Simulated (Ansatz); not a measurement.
# 1T (CdI2-type) SnS2: smallest direct gap on the k points sampled by level of theory

No measured value is used here.

```csv
level (code),value (eV),cell (Å³/atom)
LDA+SOC (Ansatz),1.70,22.61
PBE (Ansatz),1.93,22.61
PBE-D4 (Ansatz),1.70,22.54
B3LYP (VWN-RPA form) (Ansatz),3.08,22.61
G0W0@PBEsol (Ansatz),2.67,22.61
```

At these levels the smallest gap is indirect and lower: LDA+SOC 1.19, PBE 1.38, PBE-D4 1.24, B3LYP (VWN-RPA form) 2.59, G0W0@PBEsol 2.20 eV. Computed values are for a static lattice. Spin–orbit coupling is included only where a level's name says +SOC; with heavier elements it mostly lowers gaps and can invert bands.  G0W0@PBEsol: filled d or f shells below the valence bands can shift G0W0 gaps through exchange with them, which wasn't tested here. G0W0@PBEsol: the correction to the complete basis was taken at k points off the band edges. Values are at the measured cell (atoms relaxed with PBEsol); PBE-D4 at the level's own relaxed cell. Cutoffs and k meshes differ between the levels. Ansatz's density-functional and Hartree–Fock values are scalar-relativistic unless marked +SOC, with PAW data made under PBE.

Ansatz is an electronic-structure program.
